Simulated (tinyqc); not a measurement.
Inside a calculation (part 2 of 2). Method: UHF in the sto-3g basis, for CH2, spin multiplicity 3. Computed by tinyqc, a small Python program that keeps every step (integrals from PySCF). Command: `OMP_NUM_THREADS=1 python tinyqc.py 21128 21129 out.jsonl` (the two numbers bound the seeds that draw the settings). One thread of a shared host (Intel(R) Xeon(R) Processor @ 2.60GHz), about 0.2 s of CPU time with the checks.

Geometry (angstrom):
```
atom       x        y       z
C     0.0000   0.0000  0.0000
H     0.0000   0.9650  0.6930
H     0.0000  -0.9650  0.6930
```

## Iteration 2: diagonalisation and new density

F(alpha) (hartree), order 1C 1s, 1C 2s, 1C 2px, 1C 2py, 1C 2pz, 2H 1s, 3H 1s:
```
[[-10.2532, -2.8236, 0.0000, 0.0000, 0.0047, -0.5781, -0.5781],
 [-2.8236, -1.2918, 0.0000, 0.0000, -0.0387, -0.5229, -0.5229],
 [0.0000, 0.0000, -0.0348, 0.0000, 0.0000, 0.0000, 0.0000],
 [0.0000, 0.0000, 0.0000, -0.0442, 0.0000, -0.2317, 0.2317],
 [0.0047, -0.0387, 0.0000, 0.0000, -0.0546, -0.1821, -0.1821],
 [-0.5781, -0.5229, 0.0000, -0.2317, -0.1821, -0.2236, -0.1639],
 [-0.5781, -0.5229, 0.0000, 0.2317, -0.1821, -0.1639, -0.2236]]
```

F(beta) (hartree), order 1C 1s, 1C 2s, 1C 2px, 1C 2py, 1C 2pz, 2H 1s, 3H 1s:
```
[[-10.2038, -2.7701, 0.0000, 0.0000, -0.0036, -0.5659, -0.5659],
 [-2.7701, -0.9044, 0.0000, 0.0000, -0.3434, -0.4605, -0.4605],
 [0.0000, 0.0000, 0.7013, 0.0000, 0.0000, 0.0000, 0.0000],
 [0.0000, 0.0000, 0.0000, 0.0634, 0.0000, -0.2180, 0.2180],
 [-0.0036, -0.3434, 0.0000, 0.0000, 0.5101, -0.1840, -0.1840],
 [-0.5659, -0.4605, 0.0000, -0.2180, -0.1840, -0.2045, -0.1467],
 [-0.5659, -0.4605, 0.0000, 0.2180, -0.1840, -0.1467, -0.2045]]
```

X, order 1C 1s, 1C 2s, 1C 2px, 1C 2py, 1C 2pz, 2H 1s, 3H 1s:
```
[[1.0268, -0.1505, 0.0000, 0.0000, -0.0120, 0.0249, 0.0249],
 [-0.1505, 1.2311, 0.0000, 0.0000, 0.1167, -0.2930, -0.2930],
 [0.0000, 0.0000, 1.0000, 0.0000, 0.0000, 0.0000, 0.0000],
 [0.0000, 0.0000, 0.0000, 1.1320, 0.0000, -0.2401, 0.2401],
 [-0.0120, 0.1167, 0.0000, 0.0000, 1.0659, -0.1659, -0.1659],
 [0.0249, -0.2930, 0.0000, -0.2401, -0.1659, 1.2005, -0.0230],
 [0.0249, -0.2930, 0.0000, 0.2401, -0.1659, -0.0230, 1.2005]]
```

D(alpha) after iteration 1, order 1C 1s, 1C 2s, 1C 2px, 1C 2py, 1C 2pz, 2H 1s, 3H 1s:
```
[[1.0677, -0.2823, 0.0000, 0.0000, 0.0018, 0.0199, 0.0199],
 [-0.2823, 1.1888, 0.0000, 0.0000, 0.0078, -0.1095, -0.1095],
 [0.0000, 0.0000, 1.0000, 0.0000, 0.0000, 0.0000, 0.0000],
 [0.0000, 0.0000, 0.0000, 0.9152, 0.0000, -0.0344, 0.0344],
 [0.0018, 0.0078, 0.0000, 0.0000, 0.9455, -0.0135, -0.0135],
 [0.0199, -0.1095, 0.0000, -0.0344, -0.0135, 0.1381, -0.0155],
 [0.0199, -0.1095, 0.0000, 0.0344, -0.0135, -0.0155, 0.1381]]
```

D(beta) after iteration 1, order 1C 1s, 1C 2s, 1C 2px, 1C 2py, 1C 2pz, 2H 1s, 3H 1s:
```
[[1.0484, -0.2018, 0.0000, 0.0000, -0.1043, 0.0096, 0.0096],
 [-0.2018, 0.8539, 0.0000, 0.0000, 0.4469, -0.0688, -0.0688],
 [0.0000, 0.0000, 0.0000, 0.0000, 0.0000, 0.0000, 0.0000],
 [0.0000, 0.0000, 0.0000, 0.8957, 0.0000, -0.0366, 0.0366],
 [-0.1043, 0.4469, 0.0000, 0.0000, 0.2344, -0.0406, -0.0406],
 [0.0096, -0.0688, 0.0000, -0.0366, -0.0406, 0.1439, -0.0358],
 [0.0096, -0.0688, 0.0000, 0.0366, -0.0406, -0.0358, 0.1439]]
```

overlap S, order 1C 1s, 1C 2s, 1C 2px, 1C 2py, 1C 2pz, 2H 1s, 3H 1s:
```
[[1.0000, 0.2484, 0.0000, 0.0000, 0.0000, 0.0496, 0.0496],
 [0.2484, 1.0000, 0.0000, 0.0000, 0.0000, 0.4359, 0.4359],
 [0.0000, 0.0000, 1.0000, 0.0000, 0.0000, 0.0000, 0.0000],
 [0.0000, 0.0000, 0.0000, 1.0000, 0.0000, 0.3508, -0.3508],
 [0.0000, 0.0000, 0.0000, 0.0000, 1.0000, 0.2519, 0.2519],
 [0.0496, 0.4359, 0.0000, 0.3508, 0.2519, 1.0000, 0.1336],
 [0.0496, 0.4359, 0.0000, -0.3508, 0.2519, 0.1336, 1.0000]]
```

Diagonalise F' = X^T F X, C = X C', fill 5 alpha and 3 beta electrons from the bottom; D(s) = C_occ C_occ^T; the new density keeps 0.7 of the old one (damping). Each column has its largest component positive (the first on a tie).

F' = X^T F X (alpha) (hartree):
```
[[-10.0186, -1.5302, 0.0000, 0.0000, -0.0218, -0.0678, -0.0678],
 [-1.5302, -0.5449, 0.0000, 0.0000, 0.1279, -0.3423, -0.3423],
 [0.0000, 0.0000, -0.0348, 0.0000, 0.0000, 0.0000, 0.0000],
 [0.0000, 0.0000, 0.0000, 0.1884, 0.0000, -0.3181, 0.3181],
 [-0.0218, 0.1279, 0.0000, 0.0000, 0.0605, -0.2209, -0.2209],
 [-0.0678, -0.3423, 0.0000, -0.3181, -0.2209, 0.1370, -0.0409],
 [-0.0678, -0.3423, 0.0000, 0.3181, -0.2209, -0.0409, 0.1370]]
```

orbital energies (alpha) (hartree): [-10.2624, -0.6145, -0.2668, -0.1362, -0.0348, 0.6062, 0.6331]

coefficients C (alpha), order 1C 1s, 1C 2s, 1C 2px, 1C 2py, 1C 2pz, 2H 1s, 3H 1s:
```
[[0.9911, -0.2413, 0.0000, 0.1140, 0.0000, -0.1579, 0.0000],
 [0.0371, 0.7795, 0.0000, -0.5281, 0.0000, 0.9142, 0.0000],
 [0.0000, 0.0000, 0.0000, 0.0000, 1.0000, 0.0000, 0.0000],
 [0.0000, 0.0000, 0.5543, 0.0000, 0.0000, 0.0000, 1.0438],
 [0.0033, 0.0775, 0.0000, 0.7689, 0.0000, 0.7795, 0.0000],
 [-0.0076, 0.2226, 0.4465, 0.2831, 0.0000, -0.8231, -0.7788],
 [-0.0076, 0.2226, -0.4465, 0.2831, 0.0000, -0.8231, 0.7788]]
```

F' = X^T F X (beta) (hartree):
```
[[-9.9747, -1.5314, 0.0000, 0.0000, 0.0092, -0.0680, -0.0680],
 [-1.5314, -0.1376, 0.0000, 0.0000, -0.1748, -0.3308, -0.3308],
 [0.0000, 0.0000, 0.7013, 0.0000, 0.0000, 0.0000, 0.0000],
 [0.0000, 0.0000, 0.0000, 0.3116, 0.0000, -0.3273, 0.3273],
 [0.0092, -0.1748, 0.0000, 0.0000, 0.6301, -0.2281, -0.2281],
 [-0.0680, -0.3308, 0.0000, -0.3273, -0.2281, 0.1386, -0.0384],
 [-0.0680, -0.3308, 0.0000, 0.3273, -0.2281, -0.0384, 0.1386]]
```

orbital energies (beta) (hartree): [-10.2103, -0.4626, -0.2235, 0.5052, 0.7013, 0.7120, 0.7858]

coefficients C (beta), order 1C 1s, 1C 2s, 1C 2px, 1C 2py, 1C 2pz, 2H 1s, 3H 1s:
```
[[0.9927, -0.1893, 0.0000, -0.2344, 0.0000, 0.0000, -0.0465],
 [0.0308, 0.5574, 0.0000, 1.1190, 0.0000, 0.0000, 0.3998],
 [0.0000, 0.0000, 0.0000, 0.0000, 1.0000, 0.0000, 0.0000],
 [0.0000, 0.0000, 0.4839, 0.0000, 0.0000, 1.0782, 0.0000],
 [0.0042, 0.2424, 0.0000, -0.1704, 0.0000, 0.0000, 1.0569],
 [-0.0065, 0.3342, 0.4972, -0.6172, 0.0000, -0.7476, -0.5609],
 [-0.0065, 0.3342, -0.4972, -0.6172, 0.0000, 0.7476, -0.5609]]
```

D(alpha) after iteration 2, order 1C 1s, 1C 2s, 1C 2px, 1C 2py, 1C 2pz, 2H 1s, 3H 1s:
```
[[1.0634, -0.2611, 0.0000, 0.0000, 0.0229, 0.0052, 0.0052],
 [-0.2611, 1.0985, 0.0000, 0.0000, -0.0982, -0.0696, -0.0696],
 [0.0000, 0.0000, 1.0000, 0.0000, 0.0000, 0.0000, 0.0000],
 [0.0000, 0.0000, 0.0000, 0.7328, 0.0000, 0.0502, -0.0502],
 [0.0229, -0.0982, 0.0000, 0.0000, 0.8410, 0.0610, 0.0610],
 [0.0052, -0.0696, 0.0000, 0.0502, 0.0610, 0.1954, -0.0318],
 [0.0052, -0.0696, 0.0000, -0.0502, 0.0610, -0.0318, 0.1954]]
```

D(beta) after iteration 2, order 1C 1s, 1C 2s, 1C 2px, 1C 2py, 1C 2pz, 2H 1s, 3H 1s:
```
[[1.0402, -0.1637, 0.0000, 0.0000, -0.0855, -0.0142, -0.0142],
 [-0.1637, 0.6912, 0.0000, 0.0000, 0.3534, 0.0076, 0.0076],
 [0.0000, 0.0000, 0.0000, 0.0000, 0.0000, 0.0000, 0.0000],
 [0.0000, 0.0000, 0.0000, 0.6972, 0.0000, 0.0465, -0.0465],
 [-0.0855, 0.3534, 0.0000, 0.0000, 0.1817, -0.0041, -0.0041],
 [-0.0142, 0.0076, 0.0000, 0.0465, -0.0041, 0.2084, -0.0657],
 [-0.0142, 0.0076, 0.0000, -0.0465, -0.0041, -0.0657, 0.2084]]
```

## Convergence

Stop when the energy changes by less than 1e-10 hartree and every element of the error matrix X^T (F D S - S D F) X (for each spin) is below 3e-06.

Course of the cycle:
```
iteration  E (hartree)     change  largest element of the error matrix
1           -36.906335          -                             2.99e-01
2           -37.318268  -4.12e-01                             2.30e-01
3           -37.626625  -3.08e-01                             1.70e-01
4           -37.852531  -2.26e-01                             1.23e-01
5           -38.015735  -1.63e-01                             8.85e-02
6           -38.132549  -1.17e-01                             6.30e-02
7           -38.215634  -8.31e-02                             4.48e-02
8           -38.274472  -5.88e-02                             3.19e-02
9           -38.316015  -4.15e-02                             2.28e-02
10          -38.345286  -2.93e-02                             1.64e-02
11          -38.365879  -2.06e-02                             1.18e-02
12          -38.380352  -1.45e-02                             9.50e-03
13          -38.390516  -1.02e-02                             7.71e-03
14          -38.397651  -7.14e-03                             6.26e-03
...                ...        ...                                  ...
48          -38.414427  -6.17e-08                             5.77e-05
49          -38.414427  -4.60e-08                             5.24e-05
50          -38.414427  -3.45e-08                             4.76e-05
51          -38.414427  -2.61e-08                             4.33e-05
52          -38.414427  -1.99e-08                             3.94e-05
53          -38.414427  -1.53e-08                             3.58e-05
54          -38.414427  -1.18e-08                             3.26e-05
55          -38.414427  -9.16e-09                             2.96e-05
56          -38.414427  -7.17e-09                             2.70e-05
57          -38.414427  -5.65e-09                             2.47e-05
58          -38.414427  -4.47e-09                             2.25e-05
59          -38.414427  -3.56e-09                             2.05e-05
60          -38.414427  -2.85e-09                             1.87e-05
61          -38.414427  -2.29e-09                             1.71e-05
```

PySCF UHF in the same basis, after a stability check = -38.414427 hartree

Not converged within the cap of 61 iterations: the residual falls steadily but slowly, by a factor of about 0.91 a step. Reruns (cap 100 unless said): DIIS 8: converged in 10; damping 0.5: converged in 47; level shift 0.5: converged in 30; atomic densities as start, DIIS 8: converged in 10; the original settings with a cap of 400: converged in 80.
